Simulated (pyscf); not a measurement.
Single points on ωB97X-D3(BJ)/def2-SVP structures (PySCF, gas phase).

**Question.** For F–SiH₃ (SMILES F[SiH3]) + H₃C–SiH₃ (SMILES C[SiH3]) → H₃Si–CH₂–SiH₃ (SMILES [SiH3]C[SiH3]) + HF (SMILES F), a four-centre exchange (singlet surface; F–Si, C–H broken, C–Si, F–H formed), PBE/def2-TZVP gives ΔE‡ = 2.61 eV and ΔE = +1.31 eV (zero: the separated reactants). In which direction and how far do r²SCAN/def2-TZVP, M06-2X/def2-TZVP, ωB97M-D3(BJ)/def2-TZVP move these?

**Answer.** r²SCAN: ΔE‡ = 2.76 eV, ΔE = +1.38 eV; M06-2X: ΔE‡ = 2.94 eV, ΔE = +1.38 eV; ωB97M-D3(BJ): ΔE‡ = 2.87 eV, ΔE = +1.34 eV. PBE's barrier lies under all of them, by 0.15 to 0.33 eV. Its reaction energy lies under all of them, by 0.03 to 0.07 eV. One saddle was located; it need not be the lowest between these sides.
